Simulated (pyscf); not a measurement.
# Elimination: HO–Sn:–OH [singlet] → water (H₂O) + O=Sn: [singlet]

Gas phase, singlet surface, charge 0. Bonds broken: O1–Sn2, O3–H5. Bonds formed: O1–H5. Single points on ωB97X-D3(BJ)/def2-SVP structures (PySCF, gas phase). Correlated levels are frozen-core, on RHF or UHF. ΔMP2 is the change of the MP2 total energy from the triple- to the quadruple-zeta basis.

Transition state (Å):

```xyz
5

O     -0.6634     0.1166    -0.9280
Sn     1.4230     1.0633    -0.9801
O      1.1887    -0.0382     0.5422
H     -1.4659     0.5941    -0.6799
H     -0.0667    -0.1854    -0.0224
```

One imaginary mode, 851i cm⁻¹; descent along it reached the two sides named, in the forms told below.

```
bond    change  reactant side (Å)  saddle  product side
------  ------  -----------------  ------  ------------
O1–Sn2  breaks              2.000   2.292         2.486
O3–H5   breaks              0.968   1.384         1.795
O1–H5    forms                2.6   1.126         0.999
```

Electronic energies relative to the reactant's lowest minimum found (kJ/mol):

```
level                             barrier  reaction energy  reverse barrier
--------------------------------  -------  ---------------  ---------------
ωB97X-D3(BJ)/def2-TZVP              153.0           +202.8            -49.8
PBE/def2-TZVP                       118.8           +165.0            -46.2
r²SCAN/def2-TZVP                    133.4           +184.7            -51.3
B3LYP-D3(BJ)/def2-TZVP              140.8           +182.2            -41.5
PBE0-D3(BJ)/def2-TZVP               140.2           +190.9            -50.8
M06-2X/def2-TZVP                    158.1           +216.8            -58.7
ωB97M-D3(BJ)/def2-TZVP              149.5           +191.8            -42.3
HF/def2-TZVP                        208.2           +221.3            -13.1
MP2/def2-QZVPP                      130.6           +150.7            -20.1
CCSD/def2-TZVPP                     155.3           +180.2            -24.9
CCSD(T)/def2-TZVPP                  139.3           +161.5            -22.2
CCSD(T)/def2-TZVPP + ΔMP2(QZVPP)    140.7           +166.2            -25.5
```

With CCSD(T)/def2-TZVPP + ΔMP2(QZVPP) energies and thermal terms (ideal gas, 1 atm, RRHO with modes under 100 cm⁻¹ raised to 100, one conformer, R ln 2 for chiral ones without a mode under 150 cm⁻¹), in kJ/mol:

```json
[
 {"T (K)": "298", "ΔH‡": "132.4", "ΔG‡": "132.8", "ΔH": "+164.6", "ΔG": "+126.7"},
 {"T (K)": "600", "ΔH‡": "128.3", "ΔG‡": "134.8", "ΔH": "+161.3", "ΔG": "+89.5"},
 {"T (K)": "900", "ΔH‡": "125.5", "ΔG‡": "138.7", "ΔH": "+157.1", "ΔG": "+54.5"},
 {"T (K)": "1200", "ΔH‡": "123.4", "ΔG‡": "143.4", "ΔH": "+153.0", "ΔG": "+20.9"}
]
```

On the product side the descent ends in an adduct with a O–Sn contact, 58.0 kJ/mol under the separated species and 8.2 kJ/mol under the saddle at ωB97X-D3(BJ)/def2-TZVP. At ωB97X-D3(BJ), PBE, r²SCAN, B3LYP-D3(BJ), PBE0-D3(BJ), M06-2X, ωB97M-D3(BJ), HF, MP2, CCSD, CCSD(T), CCSD(T) the saddle lies under the separated products, which points to a path from their complex (located at ωB97X-D3(BJ) alone), and parting the products costs more than the saddle. What is counted as broken (O–Sn) persists as a longer contact in the product adduct; parting that adduct is a step of its own. This is the saddle that the search found; another between the same sides may lie lower. The CCSD(T) − MP2 part came from Ansatz, without density fitting, on the same reference. The largest closed-shell T1 diagnostic is 0.033, which may signal static correlation. The frozen core leaves the outer d or s,p core shells of the metals and heavy elements correlated in the MP2 and CC values, and def2-TZVPP describes them poorly, which can shift differences by a few kcal/mol. Elements past Kr carry the def2 core potentials, without spin-orbit coupling.
